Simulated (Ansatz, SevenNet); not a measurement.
Elastic constant C66 (GPa) of solids drawn from the class of oxides, at two levels: the machine-learned potential SevenNet-0 (trained on PBE and PBE+U data), and r²SCAN (PAW; Ansatz, a program for electronic structure).

```
solid                              SevenNet-0  r²SCAN  shift (%)
---------------------------------  ----------  ------  ---------
corundum Ga2O3 (metastable phase)        84.8     113        +33
rutile SnO2                               166     205        +23
anatase TiO2 (metastable phase)          51.9    64.8        +25
A-type hexagonal La2O3                   34.6    42.7        +23
rutile TiO2                               195     236        +21
stishovite (SiO2)                         356     322       -9.6
```

The shifts run from -9.6 % to +33 %, with a median of +23 %.

Over all 6 rows r²SCAN is the larger in 5.

Ansatz's runs of these crystals have no spin polarisation.

Spin–orbit coupling is left out, also for the solids with elements from indium on (rutile SnO2, A-type hexagonal La2O3); its size isn't shown.

Each level is taken at its own relaxed cell. Ansatz's density-functional and Hartree–Fock values are scalar-relativistic unless marked +SOC, with PAW data made under PBE.
